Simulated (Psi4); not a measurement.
This Psi4 input (MP2/cc-pVTZ) gives -93.25257 Eh with 74 basis functions.

```
memory 2025 MB

molecule {
0 1
C    -0.00000000   -0.00000000   -0.49689011
N     0.00000000    0.00000000    0.64927938
H    -0.00000000   -0.00000000   -1.56361504
}

set {
  basis cc-pvtz
  scf_type df
  freeze_core true
}

energy('mp2')
print_variables()
```

Change:
```diff
- basis cc-pvtz
+ basis pcseg-1
```

Problem. What does the run give now?

Solution. -93.13809 Eh (MP2/pcseg-1, 33 functions), a change of +114.48 mEh.
